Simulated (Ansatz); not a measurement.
Cuprite Cu2O: PBE at its full settings (plane-wave cutoff 520 eV, 8×8×8 k mesh, Fermi–Dirac smearing 0.01 eV, no spin polarisation, scalar-relativistic PAW data made under PBE) and at cheaper ones, in a cell of 6 atoms with Γ-centred meshes.

```json
[
 {"level and setting": "PBE (Ansatz)", "lattice constant a (Å)": "4.298", "bulk modulus (GPa)": "112"},
 {"level and setting": "PBE (Γ point alone) (Ansatz)", "lattice constant a (Å)": "?", "bulk modulus (GPa)": "?"},
 {"level and setting": "PBE (2×2×2 k mesh) (Ansatz)", "lattice constant a (Å)": "4.323", "bulk modulus (GPa)": "110"},
 {"level and setting": "PBE (4×4×4 k mesh) (Ansatz)", "lattice constant a (Å)": "4.300", "bulk modulus (GPa)": "112"},
 {"level and setting": "PBE (6×6×6 k mesh) (Ansatz)", "lattice constant a (Å)": "4.299", "bulk modulus (GPa)": "112"},
 {"level and setting": "PBE (Fermi-Dirac smearing of 0.3 eV) (Ansatz)", "lattice constant a (Å)": "4.307", "bulk modulus (GPa)": "107"}
]
```

Problem. Fill in the missing entries.

Solution. 
- PBE (Γ point alone) (Ansatz, a program for electronic structure), lattice constant a (Å): 4.503
- PBE (Γ point alone) (Ansatz), bulk modulus (GPa): 88.7

Largest shifts from the full settings: lattice constant a +4.77 % (PBE (Γ point alone)), against a difference of +0.51 % of the full result from the reference 4.276 Å (measured, 15 K, no zero-point or thermal correction; as tabulated in Rimmer et al. (2014), arXiv:1402.1026); bulk modulus -21 % (PBE (Γ point alone)), against a difference of +5.7 % of the full result from the reference 106 GPa (measured, 4 K, not corrected to a static lattice, pulse echo; as tabulated in Rimmer et al. (2014), arXiv:1402.1026).

Ansatz's density-functional and Hartree–Fock values are scalar-relativistic unless marked +SOC, with PAW data made under PBE.

Run with cheap settings on purpose, which may leave them unconverged: PBE (2×2×2 k mesh), PBE (4×4×4 k mesh), PBE (6×6×6 k mesh), PBE (Fermi-Dirac smearing of 0.3 eV), PBE (Γ point alone).
